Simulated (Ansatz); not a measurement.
The input, for Ansatz 0.2.0:

```yaml
crystal:
  periodic: [false, false, false]
  atoms:
    - {symbol: C, position_ang: [0.000000, 0.000000, 0.000000]}
    - {symbol: H, position_ang: [0.000000, 0.000000, 1.363000]}
basis:
  gaussian: {orbitals: cc-pVTZ}
magnetization: {spin_polarized: true, initial_magnetization: 1}
correlation: {method: ccsdt_q, electrons: outside_noble_gas}
```

```sh
$ ansatz run in.yaml --threads 1 --pin off --events-out ev --progress --plain --max-ram 2393MiB
```

Task: Roughly how long does this take on 1 thread of Arm Neoverse V1, shared host, and how much host memory?

Result: 9.5 s wall and 0.18 GiB.

```
498 factors; integrals over basis functions are off by at most 2.5e-7 eV
mean field evaluation 1: about -1040.4978 eV, gradient 7.3e0 eV
mean field evaluation 2: about -1040.4978 eV, gradient 7.3e0 eV
mean field evaluation 4: about -1041.0198 eV, gradient 8.5e-1 eV
mean field evaluation 8: about -1041.0314 eV, gradient 4.0e-3 eV
mean field evaluation 16: about -1041.0833 eV, gradient 1.4e-1 eV
mean field evaluation 32: about -1041.0314 eV, gradient 8.3e-3 eV
mean field evaluation 64: about -1041.0314 eV, gradient 3.0e-4 eV
mean field evaluation 96: about -1041.0314 eV, gradient 5.3e-4 eV
mean field evaluation 128: about -1039.4021 eV, gradient 1.4e-3 eV
mean field evaluation 160: about -1039.4021 eV, gradient 1.5e-2 eV
...
mean field -1041.08478113 eV, -38.2591600339 hartree, gradient 2.5e-6 eV, S^2 1.034541; 11 other end points of the search recorded, 0 dependent functions left out
determinant -1041.08478113 eV, -38.2591600339 hartree, with singles and doubles -1044.59338153 eV, -38.3880987205 hartree
determinant -1039.55422553 eV, -38.2029131532 hartree, with singles and doubles -1042.68428268 eV, -38.3179406318 hartree
determinant -1039.40206428 eV, -38.1973213304 hartree, with singles and doubles -1042.76838273 eV, -38.3210312515 hartree
determinant -1037.70791176 eV, -38.1350623736 hartree, with singles and doubles -1041.29640511 eV, -38.2669370718 hartree
determinant -1041.03140217 eV, -38.2571983931 hartree, with singles and doubles -1044.66585282 eV, -38.3907619911 hartree
1 core orbitals not correlated: weight in the atoms' cores, before any rotation towards them, 1.000 or more for the frozen orbitals, at most 0.000 for the correlated occupied ones
reference -1041.08478113 eV, -38.2591600339 hartree; 3, 2 occupied and 40, 41 virtual orbitals, 498 factors
second order -2.63281493 eV of doubles, -0.00000000 eV of singles
...
cycle  18  -3.62246554 eV  change    2.3e-6 eV  update   1.7e-5
cycle  19  -3.62247247 eV  change   -6.9e-6 eV  update   8.3e-6
cycle  20  -3.62247790 eV  change   -5.4e-6 eV  update   4.6e-6
cycle  21  -3.62247891 eV  change   -1.0e-6 eV  update   2.9e-6
cycle  22  -3.62247741 eV  change    1.5e-6 eV  update   1.8e-6
cycle  23  -3.62247465 eV  change    2.8e-6 eV  update   1.3e-6
cycle  24  -3.62247182 eV  change    2.8e-6 eV  update   8.9e-7
cycle  25  -3.62246939 eV  change    2.4e-6 eV  update   6.1e-7
cycle  26  -3.62246845 eV  change    9.4e-7 eV  update   3.5e-7
cycle  27  -3.62246855 eV  change   -9.6e-8 eV  update   2.2e-7
perturbative correction -0.00302421 eV, -0.0001111378 hartree
Total energy: -1044.71027389 eV, -38.3923944354 hartree
```

The determinant's ⟨S²⟩ is 1.03 against 0.75 for a pure state. The T1 diagnostic is 0.109.
